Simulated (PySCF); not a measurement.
Ionisation energies (eV) were calculated with PySCF 2.14 by UHF, PBE, LDA, in another order, as differences of total energies without spin-orbit coupling. The measured values are between term centres (NIST).

```json
{"species": "Al (aug-cc-pV(T+d)Z, non-relativistic)", "measured": "5.977", "A": "6.071", "B": "5.599", "C": "6.029"}
{"species": "Si (aug-cc-pV(T+d)Z, non-relativistic)", "measured": "8.157", "A": "8.200", "B": "7.639", "C": "8.240"}
{"species": "Mn⁺ (aug-cc-pVTZ-DK, spin-free X2C)", "measured": "15.640", "A": "16.303", "B": "14.855", "C": "16.543"}
{"species": "Cd (aug-cc-pVTZ-PP with ECP28MDF, ECP)", "measured": "8.994", "A": "9.118", "B": "7.346", "C": "9.497"}
{"species": "Xe (aug-cc-pVTZ-PP with ECP28MDF, ECP)", "measured": "12.565", "A": "12.328", "B": "11.465", "C": "12.611"}
{"species": "Ba (aug-cc-pVTZ-X2C, spin-free X2C)", "measured": "5.212", "A": "5.199", "B": "4.274", "C": "5.368"}
{"species": "Au (aug-cc-pVTZ-PP with ECP60MDF, ECP)", "measured": "9.226", "A": "9.539", "B": "7.681", "C": "9.897"}
{"species": "Hg (aug-cc-pVTZ-PP with ECP60MDF, ECP)", "measured": "10.438", "A": "10.453", "B": "8.504", "C": "10.865"}
```

Problem. Which column is which method?

Solution. A is PBE (mean error 0.13 eV); B is UHF (mean error -1.11 eV); C is LDA (mean error 0.36 eV). PBE, with gradient corrections, lies close to experiment on average, with errors of both signs. Hartree-Fock lacks the correlation of the electron removed and comes out lowest. LDA overbinds the outer electron and comes out highest.
